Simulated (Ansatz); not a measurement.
C2H2F (SMILES C=[C]F): the vertical ionisation energy from total energies

The species is C2H2F (5 atoms), meant as a doublet with charge 0. SMILES: `C=[C]F`. The coordinates come from a PBE0-D4/def2-TZVP relaxation.

```xyz
5

C     0.4882   -0.2004    0.0084
C    -0.5927    0.3937    0.4471
F    -1.7256    0.6295   -0.1489
H     0.5347   -0.5904   -1.0054
H     1.3452   -0.3062    0.6575
```

Both states at this one shape; open shells run unrestricted unless said. 1 Eh = 27.2114 eV.

```
        level  program  doublet C2H2F (Eh)  singlet C2H2F+ (Eh)
   UHF/STO-3G   Ansatz         -173.896519          -173.579974
 UPBE0/STO-3G   Ansatz         -174.569999          -174.262636
UHSE06/STO-3G   Ansatz         -174.562089          -174.255098
```

Question: Work out the vertical ionisation energy at each level.

Answer: 
1. UHF/STO-3G: -173.579974 − (-173.896519) = 0.316545 Eh = 8.61 eV.
2. UPBE0/STO-3G: -174.262636 − (-174.569999) = 0.307363 Eh = 8.36 eV.
3. UHSE06/STO-3G: -174.255098 − (-174.562089) = 0.306991 Eh = 8.35 eV.

No measured value is set beside it here; the levels span 8.35 to 8.61 eV. Hartree–Fock favours the state with fewer electron pairs, since it lacks pair correlation. Minimal sets are far from the basis-set limit. The first state is spin-contaminated at UHF/STO-3G (⟨S²⟩ = 1.06).
